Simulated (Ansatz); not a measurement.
Molecule: silicon monoxide, SiO, charge 0, multiplicity 1. SMILES: [O+]#[Si-]
Coordinates optimised at B3LYP-D3(BJ)/def2-TZVP (Ansatz, a program for electronic structure):
```xyz
2

Si     0.0000     0.0000    -0.5502
O      0.0000     0.0000     0.9629
```

Atomisation energy built up term by term with Ansatz (kcal/mol; UHF references for open shells; valence terms freeze the core; atomic spin-orbit terms are left out). CBS(X,Y): correlation extrapolated as X^-3; Hartree-Fock from the larger set (for Q and 5 zeta extrapolated as (X+1)exp(-9√X)).

| term | basis | kcal/mol |
|---|---|---|
| Hartree-Fock | CBS(cc-pV(Q+d)Z,cc-pV(5+d)Z) | ___ |
| CCSD correlation | CBS(cc-pV(Q+d)Z,cc-pV(5+d)Z) | 72.30 |
| (T) | CBS(cc-pV(Q+d)Z,cc-pV(5+d)Z) | ___ |
| CCSDT - CCSD(T) | cc-pV(D+d)Z | 0.07 |
| (Q) | cc-pV(D+d)Z | 1.00 |
| core correlation | cc-pwCVTZ | 0.78 |
| scalar relativity (X2C) | cc-pVTZ-DK against cc-pVTZ | -0.26 |
| sum: De |  | ___ |

Q: Some entries are withheld; supply them.

A: 
- Hartree-Fock, kcal/mol: 111.03
- (T), kcal/mol: 8.48
- sum: De, kcal/mol: 193.4
